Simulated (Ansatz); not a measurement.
# AlCl (triplet): wave-function methods side by side, aug-cc-pVTZ

One table from this session's results is given with a row withheld; the runs are named, their logs left out.

Program: Ansatz 0.2.0, Gaussian basis. Level of theory: aug-cc-pVTZ, core rule «outside noble gas», up to 10 orbitals frozen. These are calculated values, not measurements.

Plan: UHF; CCSD(T) on ROHF; CCSD(T) on UHF; BCCD(T) on ROHF; CCSDT(Q) on ROHF; CCSDT(Q) on UHF.

12 further runs of the same task are left out: 8 for a known fault of the program, 4 set aside as unsound or not needed.

## The system

The geometry is a PBE0/def2-TZVPD stationary point (not a proven minimum) of the parent state, kept for this charge and spin.

2 atoms, charge 0, spin multiplicity 3.

Atoms are counted from 1 here; the program's logs count them from 0.

Bond lengths: Al1–Cl2 2.304 Å.

Set-up of the first run:

Contents of in.yaml:

```yaml
crystal:
  periodic: [false, false, false]
  atoms:
    - {symbol: Al, position_ang: [0.000000, 0.000000, 0.000000]}
    - {symbol: Cl, position_ang: [0.000000, 0.000000, 2.303900]}
basis:
  gaussian: {orbitals: aug-cc-pVTZ}
magnetization: {spin_polarized: true, initial_magnetization: 2}
hamiltonian: {xc: hf}
output: {orbitals: {seedname: orbitals}}
```

Run with:

```console
$ ansatz run in.yaml --threads 1 --pin off --events-out ev --progress --plain --max-ram 4096MiB --backend cpu
```

Among the steps run: UHF; CCSD(T) on ROHF; CCSD(T) on UHF; BCCD(T) on ROHF; CCSDT(Q) on ROHF; CCSDT(Q) on UHF.

One table of the session follows, with a row left open; its other results are not shown here.

It belongs to the step «Misses and costs». 

```
   method  from UCCSDT(Q) (meV)
     ROHF               +6948.6
      UHF               +6920.9
     RMP2                     ?
     UMP2                +893.0
    RCCSD                +352.1
    UCCSD                +349.0
 RCCSD(T)                 +41.8
 UCCSD(T)                 +40.2
  BCCD(T)                 +41.6
   RCCSDT                 +18.5
   UCCSDT                 +16.6
RCCSDT(Q)                  +3.3
UCCSDT(Q)                     0
```

Estimate the missing values for RMP2.

As computed: from UCCSDT(Q) (meV): +901.7. In the column «from UCCSDT(Q) (meV)» it lies between UMP2 (+893.0) and UHF (+6920.9).

Caveats from the session: Restricted and unrestricted rows rest on different reference determinants; where their highest levels disagree by more than a few hundredths of an eV, they describe different states and don't form one ladder.
